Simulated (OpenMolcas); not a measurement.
Exact exchange and the HOMO–LUMO gap of [SiH3]−

The species is [SiH3]− (4 atoms), meant as a singlet with charge -1. As SMILES, `[SiH3-]`. The coordinates come from a PBE0-D4/def2-TZVPD relaxation.

The HOMO–LUMO gap y, in eV, basis cc-pVTZ; a is the functional's share of exact exchange. Programs: OpenMolcas 26.06.

| functional | program | a | y (eV) |
| --- | --- | --- | --- |
| revPBE | OpenMolcas | 0 | 4.59 |
| r2SCAN | OpenMolcas | 0 | 5.03 |
| B3LYP | OpenMolcas | 0.2 | ? |
| PBE0 | OpenMolcas | 0.25 | 6.27 |
| BHLYP | OpenMolcas | 0.5 | 7.91 |

Fit y = c + s·a to the known rows and predict B3LYP.


1. Means of the 4 rows: a = 0.1875, y = 5.950.
2. Σ(Δa)² = 0.17188, Σ(Δa·Δy) = 1.06, so the slope is 1.06/0.17188 = 6.1671.
3. Intercept: 5.950 − (6.1671) × 0.1875 = 4.794. The largest residual of the fit is 0.24.
4. B3LYP: 4.794 + (6.1671) × 0.2 = 6.03 eV.

The run gave 5.90 eV, so the prediction is off by +0.13 eV, within the scatter of the fit. Exact exchange lowers occupied levels and raises empty ones. The rows mix families of semi-local functionals, which the line can't see.
